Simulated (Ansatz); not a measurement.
Geometry optimisation, RKS B3LYP/def2-SVPD in Ansatz.

Input file:

```yaml
crystal:
  periodic: [false, false, false]
  atoms:
    - { symbol: Si, position_ang: [0.0, 0.0, 0.0] }
    - { symbol: F, position_ang: [0.9996, 0.0, 1.4848] }
    - { symbol: H, position_ang: [1.6189, 0.0, 0.3673] }
    - { symbol: H, position_ang: [-0.6877, 1.1914, -0.4862] }
    - { symbol: H, position_ang: [-0.6877, -1.1914, -0.4862] }
basis:
  gaussian: { orbitals: def2-SVPD }
hamiltonian:
  xc: b3lyp
relax:
  f_tol: 0.15
  max_steps: 25
  restrain:
    - { distance: [1, 2], at: 2.12, k: 30.0 }
    - { distance: [0, 1], at: 1.59, k: 30.0 }
    - { distance: [0, 2], at: 1.46, k: 30.0 }
```

Command:

```bash
$ ansatz run input.yaml --threads 1 --pin off --max-ram 2048MiB --backend cpu --events-out ev --progress --plain --runs-dir out
```

Question: Where does it end, and by what steps?

Answer: The forces met the threshold. The restraints hold the end off the free minimum; the threshold counts their pulls, which the force column leaves out. Restrained pairs: F2–H3 (1.28 → 2.17 Å), Si1–F2 (1.79 → 1.61 Å), Si1–H3 (1.66 → 1.45 Å). After 5 steps the energy has fallen by 3.921 eV (the restraints' own energy left out); H3 moved furthest, 0.55 Å.

```json
{"step": "0", "energy less start (eV)": "0.0000", "largest force component (eV/Å)": "4.460", "accepted": "yes"}
{"step": "1", "energy less start (eV)": "-1.9701", "largest force component (eV/Å)": "3.446", "accepted": "yes"}
{"step": "2", "energy less start (eV)": "-3.1702", "largest force component (eV/Å)": "2.156", "accepted": "yes"}
{"step": "3", "energy less start (eV)": "-3.8903", "largest force component (eV/Å)": "1.289", "accepted": "yes"}
{"step": "4", "energy less start (eV)": "-3.9176", "largest force component (eV/Å)": "1.970", "accepted": "yes"}
{"step": "5", "energy less start (eV)": "-3.9211", "largest force component (eV/Å)": "1.901", "accepted": "yes"}
```

```xyz
5
Properties=species:S:1:pos:R:3
Si 0.200 0.000 0.076
F 0.486 0.000 1.660
H 1.627 0.000 -0.188
H -0.535 1.222 -0.335
H -0.535 -1.222 -0.335
```

The run took 8.2 s on 1 thread of Arm Neoverse V2 (shared host), peak memory 0.11 GiB.
